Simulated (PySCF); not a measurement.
Molecule: SMILES C=C(F)C=O, C3H3FO.

Molfile (atoms numbered from 1):
```
C3H3FO
     RDKit          3D

  8  7  0  0  0  0  0  0  0  0999 V2000
   -1.3480   -0.3209    0.3181 C   0  0  0  0  0  0  0  0  0  0  0  0
   -0.1993    0.2778    0.0088 C   0  0  0  0  0  0  0  0  0  0  0  0
   -0.0208    1.5935    0.1175 F   0  0  0  0  0  0  0  0  0  0  0  0
    1.0046   -0.4374   -0.4869 C   0  0  0  0  0  0  0  0  0  0  0  0
    1.0546   -1.6277   -0.6505 O   0  0  0  0  0  0  0  0  0  0  0  0
   -2.2094    0.2437    0.6774 H   0  0  0  0  0  0  0  0  0  0  0  0
   -1.4062   -1.4038    0.2013 H   0  0  0  0  0  0  0  0  0  0  0  0
    1.8712    0.2377   -0.6977 H   0  0  0  0  0  0  0  0  0  0  0  0
  1  2  2  0
  2  3  1  0
  2  4  1  0
  4  5  2  0
  1  6  1  0
  1  7  1  0
  4  8  1  0
M  END
```

Geometry PBE0-D3(BJ)/def2-SVP throughout; GIAO in PySCF 2.14.0 with density-fitted response routines, gas phase, one conformer, non-relativistic; equivalent atoms averaged; functional PBE0.

Q: How do the shifts δ (against TMS, CFCl3, H2O at the same level) depend on the basis set? (ppm; last column core-seconds on shared hosts with different chips, so compare them loosely)

A: 
| basis set | functions | C4 | C2 | C1 | F3 | O5 | H8 | H7 | H6 | core-s |
| --- | --- | --- | --- | --- | --- | --- | --- | --- | --- | --- |
| STO-3G | 28 | 129.5 | 125.3 | 89.9 | -23.6 | 626.6 | 9.98 | 5.53 | 4.83 | 1.6 |
| 6-31G | 51 | 181.8 | 157.7 | 101.5 | -126.4 | 657.9 | 10.22 | 6.09 | 5.27 | 2.9 |
| pcSseg-0 | 51 | 204.8 | 177.6 | 115.1 | -119.5 | 776.1 | 10.29 | 6.29 | 5.55 | 3.3 |
| 6-31G* | 76 | 176.8 | 153.0 | 98.0 | -114.3 | 607.7 | 9.36 | 5.56 | 4.84 | 3.9 |
| def2-SVP | 85 | 181.8 | 159.3 | 99.9 | -99.8 | 653.0 | 9.10 | 5.64 | 4.97 | 4 |
| cc-pVDZ | 85 | 182.0 | 159.9 | 99.7 | -108.0 | 647.9 | 9.28 | 5.67 | 4.86 | 5.1 |
| pcSseg-1 | 100 | 190.0 | 167.4 | 105.7 | -119.6 | 687.4 | 9.36 | 5.90 | 5.24 | 6.2 |
| aug-cc-pVDZ | 142 | 184.2 | 159.1 | 99.1 | -121.0 | 619.7 | 9.84 | 6.03 | 5.13 | 9.3 |
| 6-311+G(2d,p) | 153 | 188.7 | 165.9 | 103.6 | -127.9 | 649.7 | 9.72 | 5.87 | 5.05 | 8.7 |
| def2-TZVP | 173 | 190.3 | 167.9 | 104.0 | -122.3 | 664.9 | 9.69 | 5.88 | 5.02 | 11 |
| cc-pVTZ | 192 | 188.8 | 166.0 | 102.8 | -117.7 | 664.5 | 9.59 | 5.90 | 5.01 | 14 |
| IGLO-III | 205 | 194.4 | 171.4 | 107.0 | -126.1 | 668.9 | 9.73 | 5.94 | 5.06 | 14 |
| pcSseg-2 | 222 | 195.9 | 172.7 | 108.0 | -124.9 | 672.9 | 9.64 | 5.95 | 5.11 | 13 |

Q: Which nucleus moves most, in ppm?

A: O5 (aldehyde oxygen): from 607.7 ppm with 6-31G* to 776.1 ppm with pcSseg-0. The smallest spread is 0.73 ppm, at H6. Proton shifts span only some 12 ppm, so a few tenths of a ppm matter as much there as several ppm in carbon.

Q: Taking the largest basis, pcSseg-2 (222 functions), as the yardstick, rank the others by their worst heavy-atom deviation.

A: IGLO-III 4.0 ppm (205 functions), def2-TZVP 8.0 ppm (173 functions), cc-pVTZ 8.4 ppm (192 functions), pcSseg-1 14.5 ppm (100 functions), 6-31G 15.0 ppm (51 functions), 6-311+G(2d,p) 23.1 ppm (153 functions), cc-pVDZ 25.0 ppm (85 functions), def2-SVP 25.1 ppm (85 functions), aug-cc-pVDZ 53.2 ppm (142 functions), 6-31G* 65.2 ppm (76 functions), STO-3G 101.3 ppm (28 functions), pcSseg-0 103.2 ppm (51 functions).

A small basis that lands close on one nucleus may do so by chance; judge by the trend and by all nuclei.
